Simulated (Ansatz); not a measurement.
Born–Oppenheimer molecular dynamics of CH$_{4}$BCl (7 atoms, charge 0, multiplicity 1). It starts at the highest image of a converged band. Of that band: Neighbouring images differ by up to 4.1 eV, so the band resolves the path poorly. A vibrational analysis at the climbing image gives one clearly imaginary mode, 1236i cm⁻¹: a first-order saddle point.

All numbers below come from Ansatz, RKS PBE-D4/def2-SVP.

- ensemble: NVE (velocity Verlet)
- time step: 0.5 fs
- steps asked: 200
- starting velocities drawn for: 300 K
- seed: 8743

Frames 2.5 fs apart, positions in Å, forces in eV/Å.

Velocities at 40 fs (Å/ps):

```
B -29.24 -3.16 -8.94
H 1.01 14.85 40.29
C 25.08 -1.81 -8.07
H 16.67 -9.99 3.94
H 7.68 12.27 8.75
H 16.46 -0.99 -4.95
Cl -0.77 1.12 4.09
```

```xyz
7
Properties=species:S:1:pos:R:3:forces:R:3 time_fs=40 energy_less_start_eV=-0.952 T=1771
B -1.081 0.114 0.694 0.04 -0.32 -1.15
H 1.788 0.170 0.999 -1.15 0.07 0.98
C 2.269 0.019 0.056 -0.29 1.14 -1.77
H 2.210 -1.001 -0.299 -0.29 -0.79 -0.16
H 1.888 0.736 -0.760 0.42 -0.77 1.06
H 3.296 0.222 0.282 1.42 0.37 -0.10
Cl -1.002 -0.368 -1.044 -0.15 0.31 1.13
7
Properties=species:S:1:pos:R:3:forces:R:3 time_fs=42.5 energy_less_start_eV=-0.965 T=1794
B -1.154 0.105 0.669 0.06 -0.18 -0.65
H 1.779 0.202 1.089 0.76 -0.55 -2.12
C 2.330 0.017 0.035 -1.20 0.53 2.03
H 2.244 -1.042 -0.292 -0.20 0.26 0.07
H 1.920 0.744 -0.711 0.22 -0.39 0.24
H 3.378 0.230 0.267 0.49 0.16 -0.20
Cl -1.004 -0.364 -1.033 -0.13 0.17 0.64
7
Properties=species:S:1:pos:R:3:forces:R:3 time_fs=45 energy_less_start_eV=-0.917 T=1722
B -1.226 0.095 0.640 0.02 -0.01 -0.03
H 1.808 0.203 1.069 1.10 -0.57 -1.99
C 2.385 0.018 0.023 0.38 -0.80 3.37
H 2.265 -1.069 -0.283 0.00 0.98 0.12
H 1.962 0.733 -0.651 -0.36 0.63 -1.11
H 3.486 0.247 0.239 -1.07 -0.23 -0.38
Cl -1.006 -0.361 -1.020 -0.06 0.00 0.02
7
Properties=species:S:1:pos:R:3:forces:R:3 time_fs=47.5 energy_less_start_eV=-1.052 T=1924
B -1.299 0.086 0.611 -0.10 0.17 0.64
H 1.894 0.174 0.943 -0.27 0.01 1.12
C 2.441 0.016 0.026 1.03 -0.03 0.03
H 2.286 -1.044 -0.268 0.10 0.29 -0.26
H 1.989 0.750 -0.647 0.06 -0.01 -0.71
H 3.540 0.252 0.191 -0.89 -0.26 -0.18
Cl -1.008 -0.358 -1.008 0.08 -0.18 -0.65
7
Properties=species:S:1:pos:R:3:forces:R:3 time_fs=50 energy_less_start_eV=-0.862 T=1637
B -1.372 0.077 0.586 -0.26 0.33 1.21
H 1.962 0.146 0.886 -1.44 0.53 3.33
C 2.502 0.013 0.029 -0.16 1.13 -3.15
H 2.313 -1.005 -0.269 0.07 -0.85 -0.66
H 2.019 0.766 -0.683 0.62 -0.90 0.27
H 3.549 0.243 0.134 0.93 0.09 0.21
Cl -1.011 -0.355 -0.997 0.25 -0.34 -1.22
7
Properties=species:S:1:pos:R:3:forces:R:3 time_fs=52.5 energy_less_start_eV=-0.992 T=1833
B -1.447 0.070 0.567 -0.40 0.41 1.50
H 1.965 0.144 0.989 0.96 0.03 -0.69
C 2.562 0.016 0.020 -2.76 0.69 0.32
H 2.344 -1.008 -0.306 0.23 -0.35 -0.28
H 2.083 0.735 -0.708 0.35 -0.48 0.30
H 3.605 0.238 0.087 1.21 0.11 0.35
Cl -1.012 -0.352 -0.988 0.40 -0.41 -1.50
7
Properties=species:S:1:pos:R:3:forces:R:3 time_fs=55 energy_less_start_eV=-0.857 T=1629
B -1.524 0.065 0.557 -0.44 0.37 1.38
H 2.016 0.146 1.067 1.55 -0.13 -2.21
C 2.610 0.021 0.011 -0.70 -0.95 2.10
H 2.390 -1.029 -0.357 0.44 0.63 0.36
H 2.164 0.680 -0.719 -0.42 0.76 -0.51
H 3.721 0.237 0.060 -0.88 -0.31 0.26
Cl -1.014 -0.351 -0.982 0.45 -0.37 -1.38
7
Properties=species:S:1:pos:R:3:forces:R:3 time_fs=57.5 energy_less_start_eV=-1.007 T=1858
B -1.603 0.062 0.554 -0.33 0.24 0.90
H 2.152 0.141 1.026 0.50 0.02 -0.93
C 2.654 0.022 0.011 0.95 -0.94 0.44
H 2.460 -1.018 -0.390 0.31 0.48 0.53
H 2.225 0.664 -0.755 -0.35 0.75 -0.18
H 3.793 0.221 0.049 -1.44 -0.31 0.14
Cl -1.014 -0.350 -0.977 0.35 -0.24 -0.90
7
Properties=species:S:1:pos:R:3:forces:R:3 time_fs=60 energy_less_start_eV=-0.930 T=1741
B -1.684 0.061 0.556 -0.10 0.07 0.26
H 2.310 0.140 0.946 -1.63 0.49 3.06
C 2.702 0.020 0.012 1.28 0.17 -4.22
H 2.548 -0.983 -0.394 -0.11 -0.62 0.19
H 2.268 0.687 -0.797 0.22 -0.15 0.97
H 3.789 0.187 0.046 0.22 0.11 0.00
Cl -1.014 -0.349 -0.975 0.13 -0.07 -0.26
7
Properties=species:S:1:pos:R:3:forces:R:3 time_fs=62.5 energy_less_start_eV=-0.991 T=1832
B -1.765 0.060 0.559 0.19 -0.10 -0.36
H 2.390 0.163 1.008 -0.70 0.05 0.42
C 2.755 0.018 -0.004 -1.02 0.75 -1.19
H 2.630 -0.983 -0.386 -0.43 -1.06 -0.02
H 2.321 0.707 -0.789 0.17 -0.22 0.85
H 3.801 0.161 0.044 1.95 0.49 -0.06
Cl -1.013 -0.348 -0.973 -0.16 0.10 0.36
7
Properties=species:S:1:pos:R:3:forces:R:3 time_fs=65 energy_less_start_eV=-0.920 T=1724
B -1.846 0.058 0.561 0.48 -0.23 -0.86
H 2.426 0.189 1.099 0.38 -0.44 -2.34
C 2.806 0.018 -0.026 0.48 -0.61 2.57
H 2.688 -1.036 -0.376 -0.38 0.29 0.27
H 2.381 0.717 -0.735 -0.43 0.54 -0.36
H 3.906 0.159 0.038 -0.08 0.23 -0.14
Cl -1.013 -0.348 -0.970 -0.44 0.23 0.86
7
Properties=species:S:1:pos:R:3:forces:R:3 time_fs=67.5 energy_less_start_eV=-0.869 T=1646
B -1.924 0.056 0.558 0.73 -0.32 -1.20
H 2.481 0.190 1.066 0.40 -0.42 -1.84
C 2.858 0.016 -0.037 1.72 -0.98 2.39
H 2.723 -1.074 -0.351 -0.24 1.15 0.22
H 2.418 0.754 -0.698 -0.37 0.30 -0.57
H 4.012 0.172 0.023 -1.54 -0.05 -0.21
Cl -1.014 -0.346 -0.965 -0.69 0.32 1.21
```

Of the whole run (100 fs, mean temperature of the second half 1701 K): The conserved energy stayed within 0.36 meV per atom of its start (net change 0.072 meV per atom), so the integration is sound. The kinetic energy rose, since the run started high on the potential surface and went downhill. It ends in pieces (BCl + CH4), so much of that is their flight and rotation, not heat. A run of 0.1 ps of so small a system gives no equilibrium averages. The orbitals stay closed-shell, which can raise the energy where a bond breaks towards radicals; this wasn't checked here.

The run took 2 min on 1 thread of Intel(R) Xeon(R) 6975P-C (Granite Rapids), on a shared host, peak memory 0.12 GiB.
